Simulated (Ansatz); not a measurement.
A nudged elastic band was laid between two geometries of CH6AlF (9 atoms, charge 0, multiplicity 1).

All numbers below come from RKS B3LYP-D4/def2-SVP (Ansatz 0.2.0).

```json
{
 "movable images": "7",
 "climbing image": "yes",
 "spring": "5.0 eV/Å²",
 "optimiser": "quadratic models (default)",
 "start path": "through a guess of the saddle point",
 "force threshold": "0.05 eV/Å",
 "iteration limit": "60",
 "end points": "relaxed"
}
```

Initial state:

```xyz
9
Properties=species:S:1:pos:R:3
Al -0.013 -0.046 0.235
C 0.007 0.173 2.210
H -0.943 -0.099 2.705
H 0.826 -0.370 2.720
H 0.172 1.238 2.458
H 1.378 -0.036 -0.536
H -1.359 0.281 -0.545
F -0.253 -2.125 0.516
H -0.246 -2.174 1.453
```

Final state:

```xyz
9
Properties=species:S:1:pos:R:3
Al -0.056 -0.468 -0.309
C -0.036 -0.202 2.522
H -0.951 -0.023 3.102
H 0.833 -0.290 3.186
H 0.129 0.664 1.860
H 1.413 0.073 -0.484
H -1.381 0.370 -0.470
F -0.233 -2.132 -0.164
H -0.148 -1.152 1.972
```

(1) What changes between the two ends?

(2) What energy profile does the band end with?

(3) What is the geometry of the highest image?

(4) What are the harmonic wavenumbers there?

The band took 22 iterations and about 5 core-minutes.

Answers

(1) Bonds broken: Al1–C2, F8–H9. Bonds formed: C2–H9. CH6AlF becomes AlFH2 + CH4.

(2) The forces met the threshold. The highest image is number 3 of 0 to 8, 6.8 kJ/mol above the first end and 173.6 kJ/mol above the last; the last end lies 166.8 kJ/mol below the first. A vibrational analysis at the climbing image gives one clearly imaginary mode, 552i cm⁻¹: a first-order saddle point. The orbitals stay closed-shell, which can raise the energy where a bond breaks towards radicals; this wasn't checked here.

| image | path coordinate (Å) | energy (kJ/mol) | Al1–C2 (Å) | F8–H9 (Å) | C2–H9 (Å) |
| --- | --- | --- | --- | --- | --- |
| 0 | 0.00 | 0.0 | 1.99 | 0.94 | 2.48 |
| 1 | 0.57 | 0.4 | 1.99 | 0.94 | 2.35 |
| 2 | 1.15 | 1.2 | 2.01 | 0.95 | 2.11 |
| 3 | 1.72 | 6.8 | 2.08 | 1.05 | 1.62 |
| 4 | 2.25 | -79.6 | 2.28 | 1.52 | 1.19 |
| 5 | 2.78 | -154.4 | 2.63 | 1.96 | 1.10 |
| 6 | 3.32 | -166.1 | 2.83 | 2.32 | 1.10 |
| 7 | 3.85 | -167.0 | 2.83 | 2.37 | 1.10 |
| 8 | 4.38 | -166.8 | 2.84 | 2.35 | 1.10 |

(3) 
```xyz
9
Properties=species:S:1:pos:R:3
Al -0.123 -0.174 0.131
C -0.040 -0.041 2.205
H -1.020 0.342 2.532
H 0.243 -0.798 2.968
H 0.718 0.750 2.341
H 1.204 0.273 -0.603
H -1.569 0.040 -0.469
F 0.078 -2.063 0.614
H 0.079 -1.488 1.496
```

(4) 552i, 78, 374, 400, 449, 463, 557, 601, 734, 779, 983, 1054, 1256, 1414, 1432, 1948, 1953, 2193, 2991, 3063, 3122 cm⁻¹.

Run time: 5.3 min on 1 thread of Arm Neoverse V1, on a shared host, peak memory 0.14 GiB.
